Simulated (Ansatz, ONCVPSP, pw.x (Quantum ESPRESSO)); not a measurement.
## What a changed setting does to a pw.x run (bcc Ni)

Potential: optimised norm-conserving Vanderbilt (ONCV), ONCVPSP 4.0.1.1 (patched build), PBEsol; core [Ne] 3s2, reference 3p6 3d9 4s1; waves: 4s: rc 2.35 bohr, ncon 3, nbas 6, qcut 3.3 1/bohr, 2 projectors, debl 2.3 Ha; 3p: rc 1.15 bohr, ncon 3, nbas 6, qcut 11.4 1/bohr, 2 projectors, debl 0.7 Ha; 3d: rc 1.50 bohr, ncon 3, nbas 7, qcut 9.6 1/bohr, 1 projector; local part: polynomial inside 1.00 bohr (lpopt 5, dvloc0 4 Ha); core correction: none. In the p channel the program set the typed energies aside and used -2.438, 0.250 Ha.

The reference run (k-mesh 17³, cutoffs 115/460 Ry, Fermi–Dirac 0.01 Ry, mixing_beta 0.4, conv_thr 1e-9, no spin) gives 0.73 GPa at 10.465 Å³/atom, where all-electron LAPW gives -0.55 GPa. This run, with its own iteration cap, changes mixing_mode to TF.

```
&control
  calculation='scf', prefix='x', pseudo_dir='./', outdir='./tmp', tstress=.true., disk_io='none'
/
&system
  ibrav=0, nat=1, ntyp=1, ecutwfc=115, ecutrho=460, nbnd=16,
  occupations='smearing', smearing='fd', degauss=0.01
/
&electrons
  conv_thr=1e-09, mixing_beta=0.4, electron_maxstep=50, mixing_mode='TF'
/
ATOMIC_SPECIES
Ni 1.0 Ni.UPF
CELL_PARAMETERS angstrom
  -1.37792765 1.37792765 1.37792765
  1.37792765 -1.37792765 1.37792765
  1.37792765 1.37792765 -1.37792765
ATOMIC_POSITIONS crystal
Ni 0.0000 0.0000 0.0000
K_POINTS automatic
17 17 17 0 0 0
```

```bash
pw.x < Ni.scf.in > Ni.scf.out
```

How does the run end?

It converges in 10 iterations; the free energy moves by +0.0 meV/atom and the pressure by +0.02 GPa. The result is that of the reference run.

```
Message from routine setup:
     using ibrav=0 with symmetry is DISCOURAGED, use correct ibrav instead
     lattice parameter (alat)  =       4.5101  a.u.
     unit-cell volume          =      70.6213 (a.u.)^3
     number of electrons       =        16.00
     number of Kohn-Sham states=           16
     kinetic-energy cutoff     =     115.0000  Ry
     charge density cutoff     =     460.0000  Ry
     scf convergence threshold =      1.0E-09
     Exchange-correlation= PBESOL
     number of k points=   165  Fermi-Dirac smearing, width (Ry)=  0.0100
     iteration #  1     ecut=   115.00 Ry     beta= 0.40
     total energy              =    -244.64457494 Ry
     estimated scf accuracy    <       0.30857761 Ry
     iteration #  2     ecut=   115.00 Ry     beta= 0.40
     total energy              =    -244.67386075 Ry
     estimated scf accuracy    <       0.01630928 Ry
     iteration #  3     ecut=   115.00 Ry     beta= 0.40
     negative rho (up, down):  1.132E-05 0.000E+00
     total energy              =    -244.67480063 Ry
     estimated scf accuracy    <       0.00251972 Ry
     [... 4 iterations left out ...]
     iteration #  8     ecut=   115.00 Ry     beta= 0.40
     total energy              =    -244.67491477 Ry
     estimated scf accuracy    <       0.00000047 Ry
     iteration #  9     ecut=   115.00 Ry     beta= 0.40
     total energy              =    -244.67491488 Ry
     estimated scf accuracy    <       0.00000003 Ry
     iteration # 10     ecut=   115.00 Ry     beta= 0.40
     the Fermi energy is    18.1522 ev
!    total energy              =    -244.67491488 Ry
     estimated scf accuracy    <          1.4E-10 Ry
     smearing contrib. (-TS)   =      -0.00883094 Ry
     The total energy is F=E-TS. E is the sum of the following terms:
     one-electron contribution =    -104.88262236 Ry
     hartree contribution      =      65.80272461 Ry
     xc contribution           =     -26.69266877 Ry
     ewald contribution        =    -178.89351741 Ry
     convergence has been achieved in  10 iterations
          total   stress  (Ry/bohr**3)                   (kbar)     P=        7.51
     Message from routine punch:
     Nothing written, as per user request (disk_io='none')
```

The run took about 54 s on one core of a shared host (Neoverse-N1, 64 threads, 124 GiB, load 58).
